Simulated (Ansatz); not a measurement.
# Relaxing CsIr2

Theory: Ansatz 0.2.0, DFT PBE, scalar-relativistic, plane waves, PAW. Cutoff 420 eV, Γ-centred k mesh, Gaussian smearing, no spin polarisation in the final step.

The start puts CsIr2 on the cubic Laves (C15) structure type (Fd-3m, No. 227), with Cs in place of Mg, Ir in place of Cu, at a guessed volume.

```xyz
6
Lattice="0.0000 4.1778 4.1778 4.1778 0.0000 4.1778 4.1778 4.1778 0.0000" Properties=species:S:1:pos:R:3 pbc="T T T"
Cs    0.0000    0.0000    0.0000
Cs    2.0889    2.0889    2.0889
Ir    5.2222    5.2222    5.2222
Ir    5.2222    3.1333    3.1333
Ir    3.1333    3.1333    5.2222
Ir    3.1333    5.2222    3.1333
```

Cell and atoms relax at zero pressure; the relaxation can't lower the symmetry of the start. After a coarse first stage the cell is made exact in the group found at 0.06 Å.

Formation energies are uncorrected and refer to the elements' standard structures at the same level.

**Question.** Describe the relaxed structure.

**Answer.** It keeps Fd-3m (No. 227). The result has the cubic Laves (C15) structure. Conventional cell: a = 8.012 Å. Cs is coordinated by 12 Ir at 3.32 Å and 4 Cs at 3.47 Å; around Ir lie 6 Ir at 2.83 Å and 6 Cs at 3.32 Å.

```cif
data_structure
_symmetry_space_group_name_H-M 'Fd-3m:1'
_symmetry_Int_Tables_number 227
_cell_length_a 8.0120
_cell_length_b 8.0120
_cell_length_c 8.0120
_cell_angle_alpha 90.000
_cell_angle_beta 90.000
_cell_angle_gamma 90.000
_cell_volume 514.31
loop_
_atom_site_label
_atom_site_type_symbol
_atom_site_symmetry_multiplicity
_atom_site_Wyckoff_symbol
_atom_site_fract_x
_atom_site_fract_y
_atom_site_fract_z
_atom_site_occupancy
Cs1 Cs 8 b 0.00000 0.00000 0.50000 1
Ir1 Ir 16 c 0.12500 0.12500 0.12500 1
```

**Question.** What are its volume, energy, density and gap?

**Answer.** The volume per atom is 21.43 Å³ and the density is 13.36 g/cm³. The energy over the elements is 1.11 eV/atom and the gap on the 8×8×8 mesh is 0 eV (a metal).

The final run used a 8×8×8 mesh on its 6-atom cell and 0.10 eV smearing. For metals, differences of a few meV/atom aren't resolved. Spin–orbit coupling is left out. A structure relaxed within its symmetry needn't be a true minimum.

Cost: 3 runs of about 1.1 core-minutes in all, on Arm Neoverse V2 (shared hosts).